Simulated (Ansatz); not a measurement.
# BH2F (triplet): the correlation ladder, def2-TZVPP

The task here is to estimate one member of a computed series from the others.

Program: Ansatz 0.2.0, Gaussian basis. Level of theory: def2-TZVPP, core rule «outside noble gas», up to 2 orbitals frozen. These are calculated values, not measurements.

The runs, in order: UHF; ROHF; CCSD(T) on UHF.

2 further runs of the same task are left out: 2 set aside as unsound or not needed.

### What is computed

The geometry is a PBE0/def2-TZVP stationary point (not a proven minimum) of the parent state, kept for this charge and spin.

4 atoms, charge 0, spin multiplicity 3.

Atoms are counted from 1 here; the program's logs count them from 0.

Bond lengths: B1–F2 1.317 Å, B1–H3 1.197 Å, B1–H4 1.197 Å. Angles: F2–B1–H3 117.8°, F2–B1–H4 117.8°, H3–B1–H4 124.4°.

The first run:

Contents of in.yaml:

```yaml
crystal:
  periodic: [false, false, false]
  atoms:
    - {symbol: B, position_ang: [0.000000, 0.000000, 0.750638]}
    - {symbol: F, position_ang: [0.000000, 0.000000, -0.566075]}
    - {symbol: H, position_ang: [0.000000, 1.058917, 1.309286]}
    - {symbol: H, position_ang: [0.000000, -1.058917, 1.309286]}
basis:
  gaussian: {orbitals: def2-TZVPP}
magnetization: {spin_polarized: true, initial_magnetization: 2}
hamiltonian: {xc: hf}
output: {orbitals: {seedname: orbitals}}
```

Command:

```console
> ansatz run in.yaml --threads 1 --pin off --events-out ev --progress --plain --max-ram 2816MiB --backend cpu
```

Steps of the session up to this table: UHF; ROHF; CCSD(T) on UHF.

One table of the session follows, with a row left open; its other results are not shown here.

```
  method  from UCCSD(T) (kcal/mol)
    ROHF                   +245.05
     UHF                         ?
    UMP2                    +17.58
   UCCSD                     +7.89
UCCSD(T)                         0
```

**Question.** Estimate the row for UHF.

As computed: from UCCSD(T) (kcal/mol): +240.81. In the column «from UCCSD(T) (kcal/mol)» it lies between UMP2 (+17.58) and ROHF (+245.05).
